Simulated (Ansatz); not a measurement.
A made-up structure of B2SiH5 (charge +1), closed shell:

```
8
angstrom
B -0.8595 0.9837 -0.9448
B 0.9284 -1.1787 0.6183
Si -0.1950 0.4077 0.4293
H -1.9531 0.6306 -1.2744
H -0.2658 1.7843 -1.6053
H -0.4574 1.1344 1.6208
H 2.0718 -1.1400 0.5019
H 0.4893 -2.2233 0.8142
```

It is relaxed with PBE-D4/def2-SVP and then PBE0-D4/def2-TZVP (Ansatz 0.2.0). Atoms count as bonded within 1.22 times the sum of their covalent radii (H–H: 0.88 Å). The end point is not checked to be a true minimum.

Does its bonding change? (Judge from chemistry; the calculation decides.)

By the calculation: No: no bond forms or breaks.

Where it ends: The first stage lowers the energy by 1.65 eV in 8 steps. It ends as B₂SiH₅ ([BH2][SiH][BH2]), total charge +1:
```
8
angstrom
B -0.9752 1.1016 -1.1243
B 1.0126 -1.2809 0.6912
Si -0.1317 0.3390 0.5106
H -2.0697 0.7402 -1.4236
H -0.3668 1.9053 -1.7584
H -0.3923 1.0826 1.7719
H 2.1921 -1.1619 0.5787
H 0.4896 -2.3273 0.9139
```

Labels in which every atom is bracketed show which atoms are joined, not bond orders.

For scale, one of the runs: PBE0-D4/def2-TZVP relaxation, 129 basis functions, launched by `ansatz run in.yaml --threads 2 --pin off --events-out ev --progress --plain --max-ram 4352MiB`. Hardware: 2 CPU threads of an Arm Neoverse V2, shared host. Wall time about 8 s.
